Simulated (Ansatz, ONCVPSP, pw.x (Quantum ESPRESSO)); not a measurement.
# magnesium (Mg): one change to the ONCV potential, in the atom and in the bcc crystal

| Quantity | Value |
| --- | --- |
| Element | Mg |
| Generator | ONCVPSP 4.0.1 |
| Type | optimised norm-conserving Vanderbilt (ONCV) |
| Functional | PBEsol |
| Relativity | scalar-relativistic |
| Frozen core | [Ne] |
| Valence charge | 2 |
| Reference configuration | 3s2 |
| Partial waves | 3s: rc 2.45 bohr, ncon 4, nbas 7, qcut 2.9 1/bohr, 1 projector; p scattering state at 0.19 Ha: rc 2.10 bohr, ncon 3, nbas 6, qcut 4.4 1/bohr, 2 projectors, debl 0.8 Ha |
| Local potential | polynomial inside 1.40 bohr (lpopt 2, dvloc0 -1 Ha) |
| Core correction | Teter function, fcfact 5.5, rcfact 1.25 |

Change: all radii but the core radius scaled by about 1.16 (s 2.86, p 2.44 bohr); local potential polynomial inside 1.62 bohr (lpopt 2, dvloc0 -1 Ha).

Cutoffs, loose and tight: the cutoffs (Ha) at which the residual kinetic energy of the hardest occupied pseudo-wave falls to 1 and 0.1 mHa per electron. They do not see the model core or the augmentation charge, which bear on the density cutoff. Test errors are all-electron minus pseudo excitation energies from the reference, over the configurations 3s1; 3s1.5; 3s1 3p1; 3s0 3p1; variants that change the core or the reference have their own tests.

Crystal test: bcc Mg in pw.x 7.5, no spin, 13³ k-points, Fermi–Dirac smearing 0.01 Ry, cutoffs set for each file from its atomic test. The reference is all-electron LAPW (Ansatz 0.2.0) with the same functional, mesh and smearing; V0 and B0 come from Birch–Murnaghan fits to the pressures at five volumes. Errors are pseudo minus all-electron; Δ is the rms difference of the E(V) curves that follow from these fits, minima aligned, over ±6 % about the mean V0. Mesh and smearing are coarse, so the numbers serve the comparison and aren't converged zero-temperature values; the lattice is a test structure that the element need not adopt.

All-electron: a0 = 3.559 Å (V0 = 22.55 Å³/atom), B0 = 36.1 GPa.

Does the change bring the crystal closer to the all-electron result?

The mean pressure error goes from -0.02 to -0.10 GPa, so the change moves the solid further from the all-electron pressures.

```csv
quantity,base,changed
outcome (atom),generated,"generated, projector energies reset by the program"
"cutoff, loose (atom)",3.5 Ha,3.0 Ha
"cutoff, tight (atom)",8.0 Ha,4.2 Ha
bound ghosts (atom),none,none
largest test error (meV) (atom),-13,-35
cutoffs in pw.x (Ry),50/200,50/200
a0 (Å),3.558,3.556
a0 error (%),-0.02,-0.09
B0 error (%),+1.1,+1.0
Δ (meV/atom),0.1,0.5
mean pressure error (GPa),-0.02,-0.10
```

Base: The generator flags a localised state at positive energy (s at 29 eV). The cutoffs count occupied waves only; projector 2 of the p channel, the hardest unoccupied one, needs 17 Ha at the loose tolerance.
